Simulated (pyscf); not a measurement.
O=Sn=O (SMILES [O]=[Sn]=[O]) + H₂S (SMILES S) → O=Sn(OH)–SH (SMILES [O]=[Sn]([OH])[SH]), an addition across a multiple bond or ene-type step (singlet surface; H–S broken, S–Sn, H–O formed). Optimised with ωB97X-D3(BJ)/def2-SVP in PySCF. Correlated levels are frozen-core, on RHF or UHF. ΔMP2 is the change of the MP2 total energy from the triple- to the quadruple-zeta basis. Energies in kJ/mol from the separated reactants.

Small-basis levels: PySCF, no dispersion term, spherical d functions. AM1 to PM7: differences of heats of formation from MOPAC, which are fitted to 298 K values and so differ in kind from electronic energies by zero-point and thermal terms. GFN2-xTB: tblite. Cost: rough CPU time at the saddle relative to B3LYP/6-31G*+LANL2DZ, from one job on a shared machine.

```csv
level,barrier,reaction energy,cost
HF/6-31G*+LANL2DZ,11.0,-297.7,0.10
MP2/6-31G*+LANL2DZ,2.8,-221.6,0.1
SVWN5/6-31G*+LANL2DZ,-84.1,-266.2,0.8
B3LYP/6-31G*+LANL2DZ,-21.8,-239.5,1
M06-2X/6-31G*+LANL2DZ,-38.5,-282.1,2
B3LYP/6-311+G**+LANL2DZ,-13.5,-235.7,1
PBE/def2-SVP,-50.5,-221.7,1
B3LYP/def2-SVP,-30.2,-230.7,1
GFN2-xTB,17.9,-182.9,under 0.02
AM1,-27.8,-333.5,under 0.02
PM3,-14.9,-195.8,under 0.02
PM6,-33.0,-233.9,under 0.02
CCSD(T)/def2-TZVPP + ΔMP2(QZVPP),-19.5,-229.5,–
```

Against the last row the barrier runs from -64.6 (SVWN5/6-31G*+LANL2DZ) to +37.4 kJ/mol (GFN2-xTB). CCSD(T)/def2-TZVPP + ΔMP2(QZVPP) has limits of its own. On the reactant side the descent ends in an adduct with a S–Sn contact, 57.2 kJ/mol under the separated species and 16.0 kJ/mol under the saddle at ωB97X-D3(BJ)/def2-TZVP. On the product side the descent ends in a point that may be a rotor saddle (no frequency run), 6.6 kJ/mol over the lowest minimum found and 218.6 kJ/mol under the saddle at ωB97X-D3(BJ)/def2-TZVP. At CCSD(T) the saddle lies under the separated reactants, which points to a path from their complex (located at ωB97X-D3(BJ) alone). What is counted as formed (S–Sn) is already present as a longer contact in the reactant adduct; forming that adduct is a step of its own. At ωB97X-D3(BJ)/def2-TZVP the barrier from the zero used here is -41.3 kJ/mol. O=Sn(OH)–SH lies 124.5 kJ/mol over its isomer HO–Sn(OH)=S (electronic energy, ωB97M-D3(BJ)/def2-TZVP). One saddle was located; it need not be the lowest between these sides. The CCSD(T) − MP2 part came from Ansatz, without density fitting, on the same reference. The largest closed-shell T1 diagnostic is 0.031, which may signal static correlation. The frozen core leaves the outer d or s,p core shells of the metals and heavy elements correlated in the MP2 and CC values, and def2-TZVPP describes them poorly, which can shift differences by a few kcal/mol. In the def2 sets elements past Kr carry core potentials, without spin-orbit coupling.
